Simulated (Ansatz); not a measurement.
```yaml
atoms:
  - { symbol: H, position_ang: [1.2642, -1.2508, -0.0002] }
  - { symbol: C, position_ang: [1.1679, -0.1714, 0.0000] }
  - { symbol: C, position_ang: [-0.1339, 0.4065, -0.0001] }
  - { symbol: H, position_ang: [-0.1850, 1.5121, -0.0002] }
  - { symbol: H, position_ang: [2.0591, 0.4451, 0.0005] }
  - { symbol: O, position_ang: [-1.1678, -0.2646, 0.0001] }
```

Basis set: pcseg-2 (spherical functions). Charge 0, multiplicity 2.

Computed with Ansatz (development build ahead of 0.2.0); each method stands on the lowest determinant of its kind that the runs found.

The atomization energy at this shape (free ground-state atoms in the same class of orbitals less the molecule, no zero-point energy) of doublet C2H3O:

| method | atomization energy |
| --- | --- |
| PBE0 (unrestricted) | 580.43 kcal/mol |

(1) What does r²SCAN (unrestricted) give?

Results:

(1) 582.87 kcal/mol.

The shape needn't be a minimum at these levels.
